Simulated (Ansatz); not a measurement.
```yaml
crystal:
  periodic: [false, false, false]
  atoms:
    - {symbol: Al, position_ang: [-0.000993, 0.001608, -0.159642]}
    - {symbol: Cl, position_ang: [0.012840, -0.021090, 2.079998]}
    - {symbol: H, position_ang: [1.551889, 0.011589, -0.649730]}
    - {symbol: H, position_ang: [-0.786163, 1.351353, -0.621662]}
    - {symbol: H, position_ang: [-0.777573, -1.343460, -0.648954]}
basis:
  gaussian: {orbitals: cc-pVTZ}
total_charge: -2
magnetization: {spin_polarized: false, initial_magnetization: 1}
hamiltonian: {xc: {name: revPBE}, dispersion: d3bj}
scf: {lower_state_search: off}
```

```sh
$ ansatz run in.yaml --threads 4 --pin off --events-out ev --progress --plain --max-ram 3916MiB
```

It prints (some lines left out):

```
Functional definition: revPBE
726 factors; their error is unknown
mean field evaluation 1: about -19135.3339 eV, gradient 8.7e1 eV
mean field evaluation 2: about -18978.8061 eV, gradient 2.4e2 eV
mean field evaluation 4: about -19161.6326 eV, gradient 7.3e0 eV
mean field evaluation 8: about -19161.9893 eV, gradient 1.1e-1 eV
mean field evaluation 16: about -19161.9660 eV, gradient 2.5e-3 eV
mean field -19161.96603862 eV, -704.1892634723 hartree, gradient 1.3e-6 eV, S^2 0.750000; 0 other end points of the search recorded, 0 dependent functions left out
reference -19161.96608965 eV, -704.1892653475 hartree; 18, 17 occupied and 92, 93 virtual orbitals, 726 factors
Total energy: -19162.13325460 eV, -704.1954085460 hartree
Checks for a lower state left out: stability, starts, cluster_reference, orbital_swaps, neighbouring_geometries, increment
```

Run time 0.7 s (4 threads of Arm Neoverse V2 on a shared host).

A multiply charged anion in the gas phase is held together partly by the finite basis. The highest occupied level of an anion often lies above zero with these methods, and sets without diffuse functions describe the outer electron poorly.

With spin_polarized false and unpaired electrons the run is restricted open-shell.
